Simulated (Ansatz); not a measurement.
The inner images of a band of AlH₅S (7 atoms, charge 0, multiplicity 1) are given out of order.

These are results of Ansatz, RKS B3LYP/def2-SVP, not measurements.

Image 0:

```xyz
7
Properties=species:S:1:pos:R:3
Al -0.020 0.093 -0.016
H -0.524 0.583 1.416
H 1.524 0.251 -0.374
H -1.088 -0.039 -1.193
S 0.087 -2.481 0.497
H -1.154 -2.628 1.022
H 0.674 -2.422 1.717
```

Image 8:

```xyz
7
Properties=species:S:1:pos:R:3
Al 0.104 -0.720 -0.320
H 0.069 0.387 2.055
H 1.501 -0.007 -0.496
H -1.293 -0.003 -0.502
S 0.168 -2.892 0.034
H -1.176 -3.058 0.053
H 0.126 -0.350 2.245
```

Problem. Put them in order from the first end to the last, with their energies above the first end.
A.
```xyz
7
Properties=species:S:1:pos:R:3
Al 0.129 -0.656 -0.301
H 0.003 0.216 1.972
H 1.519 0.069 -0.486
H -1.266 0.040 -0.562
S 0.203 -2.819 0.139
H -1.138 -2.948 0.276
H 0.051 -0.545 2.031
```
B.
```xyz
7
Properties=species:S:1:pos:R:3
Al 0.113 -0.236 -0.072
H -0.109 -0.065 1.612
H 1.564 0.232 -0.475
H -1.246 -0.004 -0.842
S 0.247 -2.570 0.695
H -1.089 -2.780 0.618
H 0.018 -1.221 1.534
```
C.
```xyz
7
Properties=species:S:1:pos:R:3
Al 0.093 -0.051 -0.017
H -0.133 0.203 1.559
H 1.560 0.215 -0.555
H -1.213 -0.025 -0.918
S 0.232 -2.581 0.712
H -1.101 -2.794 0.616
H 0.061 -1.611 1.671
```
D.
```xyz
7
Properties=species:S:1:pos:R:3
Al 0.145 -0.588 -0.273
H -0.061 0.037 1.863
H 1.526 0.160 -0.445
H -1.245 0.062 -0.657
S 0.229 -2.750 0.259
H -1.104 -2.832 0.492
H 0.010 -0.731 1.831
```
E.
```xyz
7
Properties=species:S:1:pos:R:3
Al 0.138 -0.450 -0.179
H -0.086 -0.107 1.722
H 1.542 0.228 -0.441
H -1.247 0.046 -0.761
S 0.248 -2.652 0.490
H -1.097 -2.780 0.593
H 0.002 -0.928 1.646
```
F.
```xyz
7
Properties=species:S:1:pos:R:3
Al 0.018 0.090 -0.017
H -0.347 0.598 1.452
H 1.509 0.278 -0.539
H -1.163 -0.093 -1.072
S 0.197 -2.476 0.583
H -1.126 -2.709 0.750
H 0.411 -2.330 1.912
```
G.
```xyz
7
Properties=species:S:1:pos:R:3
Al 0.068 0.033 -0.025
H -0.181 0.442 1.499
H 1.529 0.236 -0.620
H -1.199 -0.059 -0.987
S 0.241 -2.515 0.677
H -1.085 -2.785 0.604
H 0.128 -1.996 1.921
```

Solution. F (+0.01 eV), G (+0.07 eV), C (+0.25 eV), B (+0.56 eV), E (+0.04 eV), D (-0.33 eV), A (-0.42 eV).

Run time: 2.2 min on 1 thread of Arm Neoverse V1, with other jobs on the host, peak memory 0.11 GiB.
